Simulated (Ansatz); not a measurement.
# C2Si: the cost of one run

Computed with Ansatz 0.2.0, Gaussian basis. Level: def2-TZVPP, core rule «outside noble gas», up to 7 orbitals frozen.

Plan: UHF; ROHF; CCSD(T) on UHF.

2 further runs of the same task are left out: 2 set aside as unsound or not needed.

## (1) What is computed

The geometry is a PBE0/def2-TZVP stationary point (not a proven minimum).

3 atoms, charge 0, spin multiplicity 3.

Atoms are counted from 1 here; the program's logs count them from 0.

Bond lengths: C1–Si2 1.773 Å, Si2–C3 1.727 Å. Angles: C1–Si2–C3 120.8°.

## (2) UHF

Contents of in.yaml:

```yaml
crystal:
  periodic: [false, false, false]
  atoms:
    - {symbol: C, position_ang: [0.000000, -0.455922, 1.539155]}
    - {symbol: Si, position_ang: [0.000000, 0.398384, -0.014871]}
    - {symbol: C, position_ang: [0.000000, -0.475649, -1.504382]}
basis:
  gaussian: {orbitals: def2-TZVPP}
magnetization: {spin_polarized: true, initial_magnetization: 2}
hamiltonian: {xc: hf}
output: {orbitals: {seedname: orbitals}}
```

Command:

```sh
$ ansatz run in.yaml --threads 1 --pin off --events-out ev --progress --plain --max-ram 4096MiB --backend cpu
```

Q: Estimate wall time and peak memory on 1 thread of AMD EPYC 7R13, shared host.

About 13 s, with a peak of 0.25 GiB.
